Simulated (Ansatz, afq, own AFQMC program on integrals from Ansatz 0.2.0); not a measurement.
Two steps: Ansatz 0.2.0 writes the Fock matrix and Cholesky factors of the valence space, and afq projects on them the lowest state that overlaps trial and start.

```yaml
crystal:
  periodic: [false, false, false]
  atoms:
    - {symbol: C, position_ang: [0.000000, 0.000000, 0.000000]}
    - {symbol: H, position_ang: [0.000000, 0.000000, -1.669831]}
    - {symbol: H, position_ang: [0.000000, 0.000000, 1.669831]}
basis:
  gaussian: {orbitals: cc-pVDZ}
total_charge: 1
magnetization: {spin_polarized: true, initial_magnetization: 1}
correlation: {method: ccsd_t, electrons: outside_noble_gas, hamiltonian_folder: ham}
```

```sh
$ ansatz run in.yaml --threads 1 --pin off --events-out ev --progress --plain --max-ram 24576MiB --backend cuda --devices 0, --max-vram 18GiB
```

afq runs on the folder ham with

```
--method phaseless --trial hf --walkers 4000 --populations 20 --least-time 40 --time-step 0.005 --steps-per-block 20 --equilibration-blocks 160 --max-blocks 4000 --target-error 0.00135 --factor-cut 1e-05 --start spin_pure --seed 3645 --taylor-order 6
```

Times are imaginary, in 1/Eh. The walk had a cap of 49 s. With eight or more populations the least sampling time is a fifth of least-time, and the error comes from their spread.

Log:

```
orbitals 23  electrons 3 2  factors 150 of 225
reference energy -38.39025460 Eh
CCSD correlation -0.12101609 Eh in 12 cycles, weight of the determinant in the CISD state 0.8950
energy of the start -38.392276 Eh
 block  time / (1/Eh)  mean weight  energy / Eh
     1     0.100  1.0003  -38.410583
     2     0.200  1.0006  -38.425304
     3     0.300  1.0007  -38.438087
     4     0.400  1.0004  -38.448508
     5     0.500  1.0006  -38.456593
     9     0.900  1.0002  -38.480174
    25     2.500  0.9998  -38.511065
    49     4.900  1.0002  -38.517852
    61     6.100  1.0000  -38.521728
    73     7.300  0.9999  -38.516424
    97     9.700  1.0000  -38.513741
   121    12.100  1.0000  -38.515560
   145    14.500  1.0001  -38.513592
   169    16.900  1.0002  -38.514635
   193    19.300  1.0003  -38.516483
   199    19.900  0.9998  -38.509530
   217    21.700  1.0001  -38.509984
   235    23.500  0.9998  -38.512502
error from the spread of 20 populations
energy -38.513120 +/- 0.001015 Eh
(rows thinned)
```

The run passed its tests (sampling time, drift between the halves within three errors, error under three times the target), which doesn't prove that it has relaxed. The second half of the sampling lies above the first by 2.0 errors of their difference, so the energy may still be moving and its error bar be too small.

Against this walk (error 27.6 meV) on the same determinant: CCSD(T) 33.3 meV lower (within the noise), CCSDT(Q) 65.2 meV lower, CCSDTQ 66.2 meV lower, full CI 66.3 meV lower, a separate phaseless walk with a CISD trial and standard settings 49.5 ± 27.7 meV lower (within the noise). The error is statistical and leaves out the bias of the constraint.

Cautions: constraint bias not in the error; an unrestricted solution with more broken spin lies lower (26 meV, ⟨S²⟩ 1.00); unrestricted determinant slightly spin contaminated (⟨S²⟩ 0.82 against 0.75).

The walk took 17 s on 1 × NVIDIA H100 80GB HBM3 with 2 threads of AMD EPYC 7R13 Processor (Zen 3), with other jobs on the host (the card was shared). The log's last line is the phaseless energy.

CCSDT and higher add their correlation energy to the determinant of the CCSD(T) run, since their own runs factorise the integrals more tightly (a shift of under 2 meV). A walk keeps the symmetry of its determinant, which the program's search chose and which needn't be the lowest solution, so a lower state of the same spin and another symmetry isn't excluded.
